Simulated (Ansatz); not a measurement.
## A relaxation, step by step

SiH5O, doublet, PBE0-D4/def2-TZVP (Ansatz 0.2.0). Settings:

```yaml
hamiltonian: {xc: pbe0, dispersion: d4}
relax: {f_tol: 0.005, max_steps: 200}
```

Start, a step off a saddle point along its unstable mode:

```
atom    x (Å)    y (Å)    z (Å)
  H1  -0.6543  -0.6207   0.7752
 Si2   0.2234   0.2774   0.1063
  O3   0.0140  -0.0066  -1.4970
  H4  -1.7083  -1.6722   1.6323
  H5  -0.1372   1.6636   0.4953
  H6   1.6007  -0.0024   0.5834
  H7   0.6617   0.3611  -2.0954
```

```tsv
step	energy less the last (meV)	largest force component (eV/Å)
1	125.9	0.820
2	60.3	0.308
3	36.2	0.127
4	17.1	0.085
5	11.8	0.044
6	7.5	0.024
7	4.5	0.013
8	1.1	0.010
9	0.6	0.003
10	0.3	0.029
11 (rejected trial)	0.7	0.070
12	0.0	0.013
13	0.0	0.012
14	0.0	0.001
```

Step 4, positions (Å) and forces (eV/Å):

```tsv
atom	x	y	z	Fx	Fy	Fz
H1	-0.656	-0.608	0.779	0.083	0.085	-0.066
Si2	0.273	0.317	0.077	-0.065	-0.076	0.033
O3	0.085	0.014	-1.532	0.028	0.015	-0.003
H4	-1.993	-1.945	1.877	-0.035	-0.035	0.028
H5	-0.071	1.723	0.423	0.009	0.008	-0.011
H6	1.672	0.061	0.518	0.006	0.006	0.004
H7	0.690	0.438	-2.142	-0.026	-0.003	0.016
```

Step 10, positions (Å) and forces (eV/Å):

| atom | x | y | z | Fx | Fy | Fz |
| --- | --- | --- | --- | --- | --- | --- |
| H1 | -0.574 | -0.498 | 0.772 | 0.016 | -0.015 | 0.007 |
| Si2 | 0.358 | 0.384 | 0.034 | -0.029 | 0.019 | -0.014 |
| O3 | 0.148 | 0.026 | -1.561 | 0.002 | -0.012 | -0.001 |
| H4 | -2.399 | -2.361 | 2.158 | -0.001 | -0.001 | 0.001 |
| H5 | 0.031 | 1.807 | 0.323 | 0.004 | 0.020 | 0.004 |
| H6 | 1.758 | 0.139 | 0.474 | 0.004 | -0.015 | 0.007 |
| H7 | 0.678 | 0.503 | -2.200 | 0.004 | 0.005 | -0.003 |

Step 12, positions (Å) and forces (eV/Å):

| atom | x | y | z | Fx | Fy | Fz |
| --- | --- | --- | --- | --- | --- | --- |
| H1 | -0.559 | -0.486 | 0.776 | 0.003 | 0.002 | -0.008 |
| Si2 | 0.365 | 0.396 | 0.028 | 0.013 | 0.012 | 0.006 |
| O3 | 0.153 | 0.031 | -1.565 | 0.003 | 0.003 | -0.003 |
| H4 | -2.451 | -2.415 | 2.192 | 0.000 | 0.000 | 0.000 |
| H5 | 0.044 | 1.822 | 0.313 | 0.001 | -0.013 | -0.004 |
| H6 | 1.767 | 0.147 | 0.466 | -0.012 | 0.000 | -0.004 |
| H7 | 0.681 | 0.505 | -2.208 | -0.007 | -0.005 | 0.012 |

Last step (14):

H1  (-0.557, -0.483, 0.778)
Si2  (0.367, 0.397, 0.028)
O3  (0.153, 0.028, -1.563)
H4  (-2.454, -2.418, 2.189)
H5  (0.047, 1.824, 0.310)
H6  (1.769, 0.149, 0.466)
H7  (0.676, 0.505, -2.208)
(Å)

Hardware: 2 CPU threads of an Arm Neoverse V2, shared host. Wall time about 20 s.
